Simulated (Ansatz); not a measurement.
Input file:

```yaml
crystal:
  periodic: [false, false, false]
  atoms:
    - {symbol: Al, position_ang: [0.000000, 0.000000, 1.139987]}
    - {symbol: Mg, position_ang: [0.000000, 0.000000, -1.307692]}
    - {symbol: H, position_ang: [0.000000, 1.193858, 1.928317]}
    - {symbol: H, position_ang: [0.000000, -1.193858, 1.928317]}
    - {symbol: H, position_ang: [0.000000, 0.000000, -2.839846]}
basis:
  gaussian: {orbitals: 6-31G}
correlation: {method: fic_mrcisd_q, electrons: outside_noble_gas, active_space: {window: {electrons: 2, orbitals: 2}}}
```

```sh
$ ansatz run in.yaml --threads 1 --pin off --events-out ev --progress --plain --max-ram 2393MiB
```

Log:

```
366 factors; integrals over basis functions are off by at most 1.3e-4 eV
mean field evaluation 1: about -12057.6316 eV, gradient 8.9e0 eV
mean field evaluation 2: about -12057.6644 eV, gradient 8.9e0 eV
mean field evaluation 4: about -12058.2630 eV, gradient 3.1e-1 eV
mean field evaluation 8: about -12058.2635 eV, gradient 1.8e-4 eV
mean field -12058.26353685 eV, -443.1330115946 hartree, gradient 1.2e-6 eV, S^2 0.000000; 0 other end points of the search recorded, 0 dependent functions left out
reference -12058.26353685 eV, -443.1330115946 hartree; 14, 14 occupied and 18, 18 virtual orbitals, 366 factors
state -12058.65359623 eV, -443.1473460126 hartree
contracted CI cycle   1: correlation 0.00000000 eV, 0.0000000000 hartree, residual 7.93e0 eV
contracted CI cycle   2: correlation -1.56884991 eV, -0.0576541709 hartree, residual 1.27e0 eV
contracted CI cycle   3: correlation -1.62348325 eV, -0.0596619090 hartree, residual 4.56e-1 eV
contracted CI cycle   4: correlation -1.62932264 eV, -0.0598765026 hartree, residual 1.94e-1 eV
contracted CI cycle   5: correlation -1.63035508 eV, -0.0599144441 hartree, residual 9.61e-2 eV
contracted CI cycle   6: correlation -1.63061598 eV, -0.0599240320 hartree, residual 3.97e-2 eV
...
contracted CI cycle  10: correlation -1.65136362 eV, -0.0606864936 hartree, residual 1.06e-3 eV
state -12058.62846103 eV, -443.1464223111 hartree; corrected -12060.37556605 eV, -443.2106272363 hartree
state -12058.62846103 eV, -443.1464223111 hartree; corrected -12060.37556605 eV, -443.2106272363 hartree
state -12058.39882556 eV, -443.1379833631 hartree
contracted CI cycle   1: correlation 0.00000000 eV, 0.0000000000 hartree, residual 8.77e0 eV
contracted CI cycle   2: correlation -1.77886244 eV, -0.0653719890 hartree, residual 1.50e0 eV
contracted CI cycle   3: correlation -1.85588616 eV, -0.0682025583 hartree, residual 5.30e-1 eV
contracted CI cycle   4: correlation -1.86427372 eV, -0.0685107954 hartree, residual 1.76e-1 eV
contracted CI cycle   5: correlation -1.86526455 eV, -0.0685472078 hartree, residual 6.79e-2 eV
contracted CI cycle   6: correlation -1.86541176 eV, -0.0685526178 hartree, residual 2.20e-2 eV
contracted CI cycle   7: correlation -1.86542717 eV, -0.0685531841 hartree, residual 7.03e-3 eV
contracted CI cycle   8: correlation -1.86542866 eV, -0.0685532388 hartree, residual 2.31e-3 eV
contracted CI cycle   9: correlation -1.86542883 eV, -0.0685532452 hartree, residual 8.10e-4 eV
state -12058.39882556 eV, -443.1379833631 hartree; corrected -12060.37395004 eV, -443.2105678488 hartree
state -12058.62846103 eV, -443.1464223111 hartree; corrected -12060.37556605 eV, -443.2106272363 hartree
WARN: the results are in doubt because another end's mean lies 0.025 eV lower, and its corrected mean 0.001 eV higher
Total energy: -12060.37556605 eV, -443.2106272363 hartree
In doubt: another end's mean lies 0.025 eV lower, and its corrected mean 0.001 eV higher
```

Natural occupations: 1.9815 0.0185.

For the same geometry and basis full CI lies 2.8 meV higher.

Ran on 1 thread of Arm Neoverse V1, shared host: 1.3 s wall, 0.08 GiB peak host memory.
